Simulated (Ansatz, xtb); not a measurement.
Redistribution: CH2ClF + C2F4 → CH2F2 + C2ClF3

Gas-phase species: CH2ClF `FCCl`, singlet; C2F4 (tetrafluoroethylene) `FC(F)=C(F)F`, singlet; CH2F2 (difluoromethane) `FCF`, singlet; C2ClF3 (chlorotrifluoroethylene) `FC(F)=C(F)Cl`, singlet. The partners trade Cl for F; both sit on C, so the bond types are kept.

Shapes, held fixed at every level: PBE0-D4/def2-TZVP. Programs: Ansatz 0.2.0, xtb 6.7.1, xtb 6.7.1 later snapshot. The zero-point and thermal change to 298 K, harmonic and unscaled (PBE0-D4/def2-TZVP), is +0.8 kJ/mol.

```csv
level,kind,ΔH(298 K) (kJ/mol),less CCSD(T)/CBS estimate
GFN0-xTB,semi-empirical,-38.8,-17.6
BHLYP-D4/def2-TZVPP,global hybrid,-20.0,+1.2
wB97X-V/def2-TZVPP,range-separated hybrid,-19.2,+2.0
MP2/def2-TZVPP,perturbation theory,-25.8,-4.6
CCSD(T)/def2-SVP,coupled cluster or CI,-23.6,-2.4
CCSD/def2-SVP,coupled cluster or CI,-22.9,-1.7
CCSD(T)/def2-TZVPP,coupled cluster or CI,-21.7,-0.5
CCSD(T)/CBS estimate,coupled cluster or CI,-21.2,0.0
```

The highest level, CCSD(T)/CBS estimate, gives ΔH(298 K) = -21.2 kJ/mol; the levels span -38.8 to -19.2. The column of differences is taken from that level and isn't an error. No measured value is set beside it here. The CBS estimate extrapolates MP2 from def2-TZVPP and def2-QZVPP and adds CCSD(T) − MP2 in the triple-zeta set, cores frozen.
